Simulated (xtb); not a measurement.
C4H5, charge +2, doublet, geometry from GFN2-xTB of the parent state (a state made from the parent by changing its charge; the spin is typed, not shown lowest); GFN0-xTB in xtb.

The xtb input:
```
$ xtb mol.xyz --gfn 0 --chrg 2 --uhf 1 --json

# file mol.xyz
9

C      0.03643608     1.13523166     0.30091216
C      0.06332066    -1.14075396     0.27440395
C      0.78434756     0.01305905    -0.32576129
C     -0.65722656    -0.00261496    -0.44203833
H     -0.05911017     1.19718400     1.38170604
H      0.07077611     2.09485536    -0.19578110
H     -0.03043843    -1.23009773     1.35343571
H      0.12017894    -2.08747192    -0.24449230
H     -1.46267287    -0.00400040    -1.13996730
```

Output, abridged:

```
   ID    Z sym.   atoms
    1    6 C      1-4
    2    1 H      5-9

           -------------------------------------------------
          |                Calculation Setup                |
           -------------------------------------------------

           -------------------------------------------------
          |                 G F N 0 - x T B                 |
           -------------------------------------------------

          ...................................................
          :                      SETUP                      :
          :.................................................:
          :  # basis functions                  26          :
          :  # atomic orbitals                  26          :
          :  # shells                           18          :
          :  # electrons                        19          :
          :  electronic temp.          300.0000000     K    :
          :  accuracy                    1.0000000          :
          :  -> integral cutoff          0.2500000E+02      :
          :  -> integral neglect         0.1000000E-07      :
          ...................................................

         :::::::::::::::::::::::::::::::::::::::::::::::::::::
         ::                     SUMMARY                     ::
         :::::::::::::::::::::::::::::::::::::::::::::::::::::
         :: total energy              -7.219476854647 Eh    ::
         :: gradient norm              0.114767466707 Eh/a0 ::
         :: HOMO-LUMO gap              1.256531293204 eV    ::
         ::.................................................::
         :: H0 energy                -10.448544213754 Eh    ::
         :: repulsion energy           0.184066335782 Eh    ::
         :: electrostat energy         3.046110222499 Eh    ::
         :: -> Gsolv                   0.000000000000 Eh    ::
         ::    -> Gsasa                0.000000000000 Eh    ::
         ::    -> Gshift               0.000000000000 Eh    ::
         :: dispersion energy         -0.001109199174 Eh    ::
         :: short-range corr.          0.000000000000 Eh    ::
         :: add. restraining           0.000000000000 Eh    ::
         :: total charge               2.000000000000 e     ::
         :::::::::::::::::::::::::::::::::::::::::::::::::::::

           -------------------------------------------------
          |                Property Printout                |
           -------------------------------------------------

    * Orbital Energies and Occupations

         #    Occupation            Energy/Eh            Energy/eV
      -------------------------------------------------------------
         1        2.0000           -0.6493127             -17.6687
         2        2.0000           -0.6146156             -16.7245
         3        2.0000           -0.5963872             -16.2285
         4        2.0000           -0.5849660             -15.9177
         5        2.0000           -0.5575014             -15.1704
         6        2.0000           -0.5400628             -14.6959
         7        2.0000           -0.5022606             -13.6672
         8        2.0000           -0.4993884             -13.5891
         9        2.0000           -0.4631621             -12.6033
        10        1.0000           -0.4332305             -11.7888 (HOMO)
        11                         -0.3870539             -10.5323 (LUMO)
        12                         -0.1663964              -4.5279
        13                         -0.1432653              -3.8984
        14                         -0.1416200              -3.8537
        15                         -0.1034926              -2.8162
        16                         -0.0993708              -2.7040
        17                         -0.0778033              -2.1171
        18                         -0.0494793              -1.3464
        19                          0.0585077               1.5921
        20                          0.0852214               2.3190
        21                          0.1450925               3.9482
       ...                                ...                  ...
        26                          0.4949904              13.4694
      -------------------------------------------------------------
                  HL-Gap            0.0461767 Eh            1.2565 eV
             Fermi-level            0.0000000 Eh            0.0000 eV

     #   Z          covCN         q      C6AA      α(0)
     1   6 C        3.873    -0.191    27.081     7.491
     2   6 C        3.873    -0.191    27.081     7.491
     3   6 C        2.935     0.419    21.067     7.504
     4   6 C        3.856     0.053    22.024     6.757
     5   1 H        0.925     0.368     0.539     1.148
     6   1 H        0.926     0.403     0.471     1.074
     7   1 H        0.925     0.368     0.539     1.148
     8   1 H        0.926     0.403     0.471     1.074
     9   1 H        0.927     0.370     0.534     1.143

 Mol. C6AA /au·bohr⁶  :        539.978931
 Mol. C8AA /au·bohr⁸  :      13970.137201
 Mol. α(0) /au        :         34.828915

Wiberg/Mayer (AO) data.
largest (>0.10) Wiberg bond orders for each atom

 ---------------------------------------------------------------------------
     #   Z sym  total        # sym  WBO       # sym  WBO       # sym  WBO
 ---------------------------------------------------------------------------
     1   6 C    3.946 --     3 C    1.116     6 H    0.964     5 H    0.925
                             4 C    0.852
     2   6 C    3.946 --     3 C    1.116     8 H    0.964     7 H    0.925
                             4 C    0.852
     3   6 C    3.286 --     1 C    1.116     2 C    1.116     4 C    0.965
     4   6 C    3.679 --     9 H    0.967     3 C    0.965     2 C    0.852
                             1 C    0.852
     5   1 H    0.980 --     1 C    0.925
     6   1 H    0.989 --     1 C    0.964
     7   1 H    0.980 --     2 C    0.925
     8   1 H    0.989 --     2 C    0.964
     9   1 H    0.983 --     4 C    0.967
 ---------------------------------------------------------------------------

Topologies differ in total number of bonds
Writing topology from bond orders to xtbtopo.mol

 dipole moment from electron density (au)
     X       Y       Z
   0.3891   0.0131  -0.7315  total (Debye):    2.106

           -------------------------------------------------
          | TOTAL ENERGY               -7.219476854647 Eh   |
          | GRADIENT NORM               0.114767466707 Eh/α |
          | HOMO-LUMO GAP               1.256531293204 eV   |
           -------------------------------------------------

normal termination of xtb
```
